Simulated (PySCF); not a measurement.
# C4H7F: NMR shifts and spin-spin couplings

What NMR shifts and spin-spin couplings should C4H7F (`C=C(C)CF`) show?

Programs: PySCF 2.14.0, with density-fitted response routines of our own. Each step states its level of theory. These are calculated values for one molecule in the gas phase, unless marked as measured. Atoms count from 0, in the outputs and in this text.

## Step 1: Starting geometry

12 atoms, charge 0, multiplicity 1; geometry from: GFN2-xTB, dihedral held. The dihedral C2–C1–C3–F4 is held at 90°.

Bonds of the start (Å): C0–C1 1.32, C1–C2 1.50, C1–C3 1.51, C3–F4 1.38, C0–H5 1.08, C0–H6 1.08, C2–H7 1.09, C2–H8 1.09, C2–H9 1.09, C3–H10 1.09, C3–H11 1.09.

## Step 2: Shielding tensors: PBE0/pcSseg-1

What the job is given:

```
{"job": {"kind": "nmr", "xc": "PBE0", "basis": "pcSseg-1", "pop": false}, "charge": 0, "multiplicity": 1}
C      0.205566     1.369203    -0.638598
C      0.058511     0.165540    -0.109273
C      1.173505    -0.823042     0.028333
C     -1.275297    -0.281746     0.431408
F     -1.397384     0.077163     1.760476
H     -0.616153     2.060703    -0.717241
H      1.157787     1.713789    -1.003595
H      1.318020    -1.074724     1.078770
H      0.929414    -1.742345    -0.503973
H      2.101922    -0.421854    -0.367982
H     -2.106966     0.200962    -0.091933
H     -1.384946    -1.370248     0.397114
```

Method: GIAO PBE0/pcSseg-1 NMR shielding, non-relativistic, gas phase.

What it wrote:

```text
coarse grid: 9776 points
cycle   1  E = -256.0459187659  dE =  4.387e-01  |g| = 5.124e-01  |ddm| = 2.908e+00
cycle   2  E = -256.0229621888  dE =  2.296e-02  |g| = 6.665e-01  |ddm| = 8.085e-01
cycle   3  E = -256.0961708460  dE = -7.321e-02  |g| = 6.627e-02  |ddm| = 4.600e-01
cycle   4  E = -256.0969368514  dE = -7.660e-04  |g| = 2.752e-02  |ddm| = 6.933e-02
cycle   5  E = -256.0971029013  dE = -1.660e-04  |g| = 8.092e-03  |ddm| = 2.723e-02
cycle   6  E = -256.0971161437  dE = -1.324e-05  |g| = 3.104e-03  |ddm| = 7.675e-03
cycle   7  E = -256.0971184794  dE = -2.336e-06  |g| = 4.106e-04  |ddm| = 2.558e-03
final grid: 94040 points
cycle   8  E = -256.1340393292  dE = -3.290e-05  |g| = 7.652e-03  |ddm| = 2.638e-02
cycle   9  E = -256.1340346532  dE =  4.676e-06  |g| = 9.360e-03  |ddm| = 1.331e-02
cycle  10  E = -256.1340532676  dE = -1.861e-05  |g| = 1.221e-03  |ddm| = 7.000e-03
cycle  11  E = -256.1340535213  dE = -2.537e-07  |g| = 2.024e-04  |ddm| = 9.264e-04
cycle  12  E = -256.1340535272  dE = -5.873e-09  |g| = 1.218e-04  |ddm| = 2.200e-04
cycle  13  E = -256.1340535307  dE = -3.502e-09  |g| = 1.593e-05  |ddm| = 1.024e-04
cycle  14  E = -256.1340535307  dE = -4.889e-11  |g| = 5.477e-06  |ddm| = 1.546e-05
converged SCF energy = -256.1340535307

GIAO shielding tensors (ppm)
atom      isotropic    diamagn.    paramagn.     s11        s22        s33       span
  0 C       60.182     253.395    -193.213    -47.076     80.248    147.373    194.449
  1 C       36.166     261.204    -225.039    -87.428     33.744    162.180    249.609
  2 C      161.106     246.785     -85.679    143.032    154.944    185.343     42.311
  3 C       97.777     240.049    -142.273     74.152     84.520    134.658     60.506
  4 F      402.210     472.826     -70.616    357.694    388.495    460.442    102.748
  5 H       26.137      31.070      -4.934     22.789     25.255     30.367      7.578
  6 H       26.095      31.225      -5.129     23.267     25.236     29.783      6.517
  7 H       29.284      29.175       0.108     25.579     28.116     34.157      8.578
  8 H       29.846      29.391       0.455     26.280     27.995     35.263      8.983
  9 H       29.780      30.111      -0.331     25.992     28.613     34.735      8.743
 10 H       26.685      29.207      -2.522     23.161     26.772     30.121      6.960
 11 H       26.939      29.162      -2.222     23.964     26.977     29.878      5.913
```

Wall time 6.8 s (1 thread, shared host).

The references, computed at this level on geometries of the same kind, shield at (ppm): 1H TMS 31.72, 13C TMS 186.9, 19F CFCl3 170.9. Their shielding less the atom's gives the shift. The references are single molecules in the gas phase, so shifts against H2O, NH3, PH3, H3PO4 or CFCl3 are not on the usual liquid scales and can be off by tens of ppm. Each atom is listed at this fixed geometry, with no averaging over motion; a spectrum would average atoms that exchange fast.

```csv
atoms,environment,σ (ppm),δ (ppm)
C1,fully substituted alkene carbon,36.2,150.8
C0,terminal =CH2 carbon,60.2,126.7
C3,allylic sp3 CH2 bonded to F,97.8,89.1
C2,allylic methyl carbon,161.1,25.8
H6,hydrogen on a terminal =CH2 carbon,26.10,5.62
H5,hydrogen on a terminal =CH2 carbon,26.14,5.58
H10,hydrogen on an allylic sp3 CH2 bonded to F,26.68,5.03
H11,hydrogen on an allylic sp3 CH2 bonded to F,26.94,4.78
H7,hydrogen on an allylic methyl carbon,29.28,2.43
H9,hydrogen on an allylic methyl carbon,29.78,1.94
H8,hydrogen on an allylic methyl carbon,29.85,1.87
F4,fluorine on an sp3 carbon,402.2,-231.3
```

## Step 3: J couplings: B3LYP/pcJ-1

Settings changed since step 2:

```diff
@@ -1,2 +1,2 @@
-{"job": {"kind": "nmr", "xc": "PBE0", "basis": "pcSseg-1", "pop": false}, "charge": 0, "multiplicity": 1}
+{"job": {"kind": "j", "xc": "B3LYP", "basis": "pcJ-1"}, "charge": 0, "multiplicity": 1}
 C      0.205566     1.369203    -0.638598
```

With the program's defaults for keys left out, this is: B3LYP/pcJ-1 indirect spin-spin coupling, non-relativistic, gas phase.

What it wrote:

```text
coarse grid: 9776 points
cycle   1  E = -256.3622263240  dE =  3.803e-01  |g| = 5.701e-01  |ddm| = 2.652e+00
cycle   2  E = -256.3217186723  dE =  4.051e-02  |g| = 7.848e-01  |ddm| = 1.005e+00
cycle   3  E = -256.4227965851  dE = -1.011e-01  |g| = 8.369e-02  |ddm| = 5.987e-01
cycle   4  E = -256.4238517490  dE = -1.055e-03  |g| = 3.980e-02  |ddm| = 8.529e-02
cycle   5  E = -256.4241890107  dE = -3.373e-04  |g| = 9.619e-03  |ddm| = 3.570e-02
cycle   6  E = -256.4242062036  dE = -1.719e-05  |g| = 4.270e-03  |ddm| = 8.991e-03
cycle   7  E = -256.4242105380  dE = -4.334e-06  |g| = 5.967e-04  |ddm| = 3.274e-03
final grid: 94040 points
cycle   8  E = -256.4678843535  dE = -1.135e-04  |g| = 7.107e-03  |ddm| = 2.446e-02
cycle   9  E = -256.4678771229  dE =  7.231e-06  |g| = 9.665e-03  |ddm| = 1.163e-02
cycle  10  E = -256.4678947392  dE = -1.762e-05  |g| = 1.029e-03  |ddm| = 6.758e-03
cycle  11  E = -256.4678948755  dE = -1.363e-07  |g| = 4.615e-04  |ddm| = 1.049e-03
cycle  12  E = -256.4678949127  dE = -3.718e-08  |g| = 8.222e-05  |ddm| = 3.070e-04
cycle  13  E = -256.4678949142  dE = -1.533e-09  |g| = 2.521e-05  |ddm| = 7.693e-05
cycle  14  E = -256.4678949144  dE = -1.431e-10  |g| = 7.428e-06  |ddm| = 2.140e-05
converged SCF energy = -256.4678949144

Indirect spin-spin couplings (Hz)
  i      j    bonds     total        FC       PSO       DSO        SD
  0 C    1 C    1     80.055    89.853    -9.991     0.194         -
  0 C    2 C    2      3.575     3.929    -0.301    -0.053         -
  0 C    3 C    2      4.351     4.442    -0.074    -0.017         -
  0 C    4 F    3      8.688     8.758    -0.542    -0.172     0.644
  0 C    5 H    1    162.913   161.888     0.384     0.641         -
  0 C    6 H    1    162.710   161.687     0.396     0.627         -
  0 C    7 H    3      6.689     6.811     0.283    -0.406         -
  0 C    8 H    3      6.102     6.220     0.297    -0.414         -
  0 C    9 H    3      5.717     6.080    -0.366     0.003         -
  0 C   10 H    3      4.750     4.931    -0.201     0.021         -
  0 C   11 H    3      7.202     7.252     0.453    -0.503         -
  1 C    2 C    1     43.490    44.657    -1.385     0.219         -
  1 C    3 C    1     47.756    48.625    -1.144     0.275         -
  1 C    4 F    2      9.666    13.669    -3.713     0.027    -0.317
  1 C    5 H    2     -1.007     0.929    -1.513    -0.422         -
  1 C    6 H    2     -1.133     0.789    -1.494    -0.428         -
  1 C    7 H    2     -8.131    -8.121     0.042    -0.053         -
  1 C    8 H    2     -7.487    -7.482     0.066    -0.072         -
  1 C    9 H    2     -3.921    -3.586    -0.217    -0.118         -
  1 C   10 H    2     -0.860    -0.599    -0.194    -0.067         -
  1 C   11 H    2     -1.955    -1.809    -0.095    -0.052         -
  2 C    3 C    2      5.322     5.471    -0.161     0.012         -
  2 C    4 F    3      0.348     0.759     0.074    -0.126    -0.360
  2 C    5 H    3     11.057    11.151     0.426    -0.520         -
  2 C    6 H    3      6.967     7.113    -0.104    -0.041         -
  2 C    7 H    1    132.756   130.930     1.157     0.669         -
  2 C    8 H    1    132.174   130.292     1.222     0.660         -
  2 C    9 H    1    133.778   132.029     1.098     0.651         -
  2 C   10 H    3      5.894     5.925     0.401    -0.432         -
  2 C   11 H    3      4.032     3.974    -0.057     0.115         -
  3 C    4 F    1   -220.409  -277.080    32.516     0.687    23.468
  3 C    5 H    3      7.397     7.454    -0.143     0.085         -
  3 C    6 H    3     11.813    11.862     0.411    -0.461         -
  3 C    7 H    3      1.998     2.094    -0.140     0.044         -
  3 C    8 H    3      2.420     2.466    -0.111     0.064         -
  3 C    9 H    3      9.663     9.686     0.386    -0.409         -
  3 C   10 H    1    153.226   152.590    -0.391     1.028         -
  3 C   11 H    1    152.692   152.040    -0.377     1.030         -
  4 F    5 H    4     -7.713    -6.858     0.085    -0.280    -0.660
  4 F    6 H    4     -6.097    -6.838     1.276    -1.310     0.776
  4 F    7 H    4     -6.760    -7.234     0.297     0.372    -0.195
  4 F    8 H    4     -5.960    -6.411     1.606    -0.974    -0.181
  4 F    9 H    4     -0.223    -0.175     1.386    -1.244    -0.190
  4 F   10 H    2     55.161    49.517    10.520    -1.183    -3.693
  4 F   11 H    2     53.884    47.620    11.112    -1.174    -3.674
  5 H    6 H    2      0.316     0.057     3.708    -3.449         -
  5 H    7 H    4     -2.580    -2.436     1.632    -1.776         -
  5 H    8 H    4     -2.432    -2.291     1.632    -1.773         -
  5 H   10 H    4     -0.665    -0.678    -1.467     1.479         -
  6 H    7 H    4     -3.046    -2.897     1.068    -1.217         -
  6 H    8 H    4     -2.715    -2.563     1.112    -1.264         -
  6 H    9 H    4     -0.429    -0.419    -1.474     1.464         -
  6 H   10 H    4     -0.500    -0.377     1.536    -1.659         -
  6 H   11 H    4      1.983     2.111     1.744    -1.872         -
  7 H    8 H    2    -18.923   -19.087     2.692    -2.528         -
  7 H    9 H    2    -13.649   -13.746     2.746    -2.650         -
  7 H   10 H    4     -0.609    -0.493     1.728    -1.844         -
  7 H   11 H    4     -0.383    -0.347    -0.398     0.363         -
  8 H    9 H    2    -13.072   -13.170     2.788    -2.690         -
  8 H   10 H    4     -0.473    -0.389     1.039    -1.123         -
  8 H   11 H    4     -0.324    -0.402    -1.373     1.451         -
  9 H   10 H    4      2.384     2.467     1.688    -1.772         -
  9 H   11 H    4      0.491     0.528     1.551    -1.588         -
 10 H   11 H    2     -8.637    -8.656     2.251    -2.232         -
```

Wall time 20 s (1 thread, shared host).

A choice of the couplings up to four bonds, sorted by the number of bonds; isotopes 13C, 19F, 1H:

```csv
pair,bonds,J (Hz),Fermi contact (Hz),dihedral (°)
C3–F4,1,-220.4,-277.1,–
C0–H5,1,162.9,161.9,–
C0–H6,1,162.7,161.7,–
C3–H10,1,153.2,152.6,–
C3–H11,1,152.7,152.0,–
C2–H9,1,133.8,132.0,–
C2–H7,1,132.8,130.9,–
C2–H8,1,132.2,130.3,–
C0–C1,1,80.1,89.9,–
F4–H10,2,55.2,49.5,–
F4–H11,2,53.9,47.6,–
H7–H8,2,-18.9,-19.1,–
H7–H9,2,-13.6,-13.7,–
H8–H9,2,-13.1,-13.2,–
C1–F4,2,9.7,13.7,–
H10–H11,2,-8.6,-8.7,–
C1–H7,2,-8.1,-8.1,–
C1–H8,2,-7.5,-7.5,–
C3–H6,3,11.8,11.9,178
C2–H5,3,11.1,11.2,-180
C3–H9,3,9.7,9.7,-179
C0–F4,3,8.7,8.8,-89
C3–H5,3,7.4,7.5,-1
C0–H11,3,7.2,7.3,153
C2–H6,3,7.0,7.1,0
C0–H7,3,6.7,6.8,120
C0–H8,3,6.1,6.2,-121
F4–H5,4,-7.7,-6.9,–
F4–H7,4,-6.8,-7.2,–
F4–H6,4,-6.1,-6.8,–
F4–H8,4,-6.0,-6.4,–
H6–H7,4,-3.0,-2.9,–
H6–H8,4,-2.7,-2.6,–
H5–H7,4,-2.6,-2.4,–
H5–H8,4,-2.4,-2.3,–
H9–H10,4,2.4,2.5,–
```

The spin-dipole term was solved for some atoms only; pairs without it lack that part.

## Step 4: Outcome

| quantity | value |
| --- | --- |
| 13C shifts against TMS (PBE0/pcSseg-1) | 150.8, 126.7, 89.1, 25.8 ppm |
| 1H shifts against TMS (PBE0/pcSseg-1) | 5.62, 5.58, 5.03, 4.78, 2.43, 1.94, 1.87 ppm |
| 19F shifts against CFCl3 (PBE0/pcSseg-1) | -231.3 ppm |
| largest coupling of the table (B3LYP/pcJ-1) | 1J(C,F) C3–F4, -220.4 Hz |

**Reading.** Shifts at one fixed geometry are not the observed spectrum, which averages over the motion. The geometry holds a dihedral fixed, so it need not be a minimum. At PBE0/pcSseg-1: Shielding is most anisotropic at C1 (span 250 ppm, paramagnetic term -225 ppm). In the run at B3LYP/pcJ-1, the largest coupling of the table is C3–F4, -220.4 Hz, of which the Fermi-contact term gives -277.1 Hz.
